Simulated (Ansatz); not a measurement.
This geometry of BH4N + H2S (9 atoms, charge 0, multiplicity 1) is a first-order saddle point.

The calculation used Ansatz, RKS PBE/def2-SVP.

```xyz
9
Properties=species:S:1:pos:R:3
B -0.026 0.174 0.297
N -0.025 0.030 1.817
H -0.834 -0.433 2.242
H 0.838 -0.319 2.246
H 1.061 0.062 -0.242
H -1.019 -0.211 -0.295
S -0.246 2.384 0.340
H -1.607 2.409 0.405
H -0.140 1.578 1.602
```

(1) Which two structures does it join? (They come from a converged band through this point; their orientation in space is the band's.)

(2) How far does it lie above each of them?

Results:

(1) Bonds broken: S7–H9. Bonds formed: B1–S7, N2–H9. BH4N + H2S becomes BH6NS.

Initial state:

```xyz
9
Properties=species:S:1:pos:R:3
B 0.103 -0.427 0.268
N 0.092 -0.422 1.669
H -0.758 -0.531 2.225
H 0.939 -0.360 2.236
H 1.166 -0.326 -0.313
H -0.955 -0.528 -0.324
S -0.536 3.300 0.919
H -1.736 2.945 0.383
H -0.315 2.023 1.348
```

Final state:

```xyz
9
Properties=species:S:1:pos:R:3
B -0.080 0.526 0.205
N 0.074 0.151 1.806
H -0.836 0.198 2.290
H 0.470 -0.790 1.959
H 1.047 0.381 -0.261
H -0.918 -0.250 -0.240
S -0.546 2.366 0.112
H -1.894 2.245 0.279
H 0.685 0.847 2.261
```

(2) 13.7 kcal/mol above the first and 23.9 kcal/mol above the second. This is the barrier of this one path; another mechanism may lie lower. The orbitals stay closed-shell, which can raise the energy where a bond breaks towards radicals; this wasn't checked here.

The run took 3.4 min on 1 thread of Arm Neoverse V2, on a shared host, peak memory 0.14 GiB.
